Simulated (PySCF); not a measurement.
Homolysis of single bonds, series In OH-SH. All species are isolated molecules in the gas phase. One relaxed conformer stands for each flexible species; it need not be the lowest. Strings in code marks are SMILES.

These are PBE0-D3(BJ)/def2-TZVP (PySCF) values and carry that method's errors. 

```json
[
 {"species": "radical fragment (`[OH]`)", "highest occupied spin orbital (eV)": "-9.09"},
 {"species": "radical fragment (`[OH][In][SH]` (H–O–In–S torsion -180°, O–In–S–H torsion 0°))", "highest occupied spin orbital (eV)": "-6.35"},
 {"species": "radical fragment (`[SH]`)", "highest occupied spin orbital (eV)": "-7.41"},
 {"species": "whole molecule (`[OH][In]([SH])[SH]`)", "highest occupied spin orbital (eV)": "–"},
 {"species": "radical fragment (`[SH][In][SH]` (H–S–In–S torsion 2°, S–In–S–H torsion 2°))", "highest occupied spin orbital (eV)": "___"},
 {"species": "whole molecule (`[SH][In]([SH])[SH]`)", "highest occupied spin orbital (eV)": "–"}
]
```

Problem. Some entries are withheld; supply them.

Solution. 
- radical fragment (`[SH][In][SH]` (H–S–In–S torsion 2°, S–In–S–H torsion 2°)), highest occupied spin orbital (eV): -6.33
